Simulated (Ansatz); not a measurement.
# B₂H₃S−: single points off equilibrium

One table from this session's results is given with a row withheld; the runs are named, their logs left out.

Program: Ansatz 0.2.0, Gaussian basis. Level of theory: single points in def2-TZVPPD. These are calculated values, not measurements.

Cores are frozen in the correlated methods.

### The system as given

SMILES `BB[S-]`, 6 atoms, charge -1, spin multiplicity 1.

Atoms are counted from 1 here; the program's logs count them from 0.

Bond lengths: B1–B2 1.611 Å, B1–H4 1.128 Å, B1–H5 1.125 Å, B2–S3 1.818 Å, B2–H6 1.208 Å. Angles: B2–B1–H4 116.6°, B2–B1–H5 122.6°, H4–B1–H5 119.7°, B1–B2–S3 77.3°, B1–B2–H6 158.7°, S3–B2–H6 122.0°.

As a file:

```xyz
6
B2H3S
B    -0.29100    0.03620   -0.65120
B     0.75760   -0.36550    0.50400
S    -0.31370    0.84230    1.33940
H    -0.20620    1.08010   -1.06880
H    -1.19290   -0.59070   -0.89570
H     1.56590   -1.02860    1.10840
```

The first run:

run/in.yaml

```yaml
crystal:
  periodic: [false, false, false]
  atoms:
    - {symbol: B, position_ang: [-0.291000, 0.036200, -0.651200]}
    - {symbol: B, position_ang: [0.757600, -0.365500, 0.504000]}
    - {symbol: S, position_ang: [-0.313700, 0.842300, 1.339400]}
    - {symbol: H, position_ang: [-0.206200, 1.080100, -1.068800]}
    - {symbol: H, position_ang: [-1.192900, -0.590700, -0.895700]}
    - {symbol: H, position_ang: [1.565900, -1.028600, 1.108400]}
basis:
  gaussian: {orbitals: "def2-TZVPPD.json"}
total_charge: -1
correlation: {method: ccsd_t}
output: {forces: true}
```

The basis file named in the input lies beside it (Basis Set Exchange, JSON).

No record of the launch command was kept for these runs.

Among the steps run: CCSD(T)/def2-TZVPPD; PBE0-D4/def2-TZVPPD; wB97M-V/def2-TZVPPD; r2SCAN-D4/def2-TZVPPD; PBE-D4/def2-TZVPPD; HSE06-D4/def2-TZVPPD; B97M-V/def2-TZVPPD.

One of the session's tables, all rows but one given; the rest of the session is left out.

```
   method  RMS force component (eV/Å)  angle to CCSD(T) forces (°)
  CCSD(T)                       0.945                    reference
  PBE0-D4                       0.982                          9.1
  wB97M-V                           ?                            ?
r2SCAN-D4                       0.958                          7.6
   PBE-D4                       0.981                          8.2
 HSE06-D4                       0.980                          8.9
   B97M-V                       0.963                         11.5
```

**Question.** Estimate the row for wB97M-V.

As computed: RMS force component (eV/Å): 0.940; angle to CCSD(T) forces (°): 7.8. In the column «RMS force component (eV/Å)» it is the lowest.
